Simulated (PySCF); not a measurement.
# Two probes of the same atoms: core binding energy and nuclear shielding

2-chloro-1-propene, C3H5Cl.
Structure used (PBE0-D3(BJ)/def2-SVP), in Å, numbered top down from 1:
```xyz
9
C3H5Cl angstrom
C      1.3130   -0.3724    0.3759
C      0.3096    0.2539   -0.2378
C     -1.1472    0.0176   -0.0346
Cl     0.6557    1.4943   -1.4164
H      2.3556   -0.1329    0.1636
H      1.0948   -1.1481    1.1130
H     -1.6446    0.9401    0.3026
H     -1.3117   -0.7700    0.7136
H     -1.6252   -0.2825   -0.9800
```

Binding energies: delta-SCF UKS SCAN, pcX-2 on the ionised atom, pcseg-1 elsewhere, spin-free X2C (PySCF). Shieldings: GIAO PBE0/pcSseg-1, non-relativistic, same geometry.

```csv
atom,isotropic shielding (ppm)
C1,64.8
C2,31.4
C3,156.0
```

Task: What are the C 1s binding energies of these atoms?

Result: 
| atom | environment | C 1s (eV) | isotropic shielding (ppm) |
| --- | --- | --- | --- |
| C1 | terminal =CH2 carbon | 290.38 | 64.8 |
| C3 | allylic carbon | 291.35 | 156.0 |
| C2 | vinylic C–Cl carbon | 292.24 | 31.4 |

Task: Among the listed atoms, is the one with the highest binding energy also the least shielded?

Result: Yes: C2 has both (292.24 eV, 31.4 ppm).

By binding energy: C1 < C3 < C2. By shielding: C2 < C1 < C3.

Spin contamination (⟨S²⟩ against 0.75 for a pure doublet) is marked for C 1s of C2 (0.85), which makes this value less certain. Geometry: PBE0-D3(BJ)/def2-SVP; no solvent, vibrations or thermal averaging.
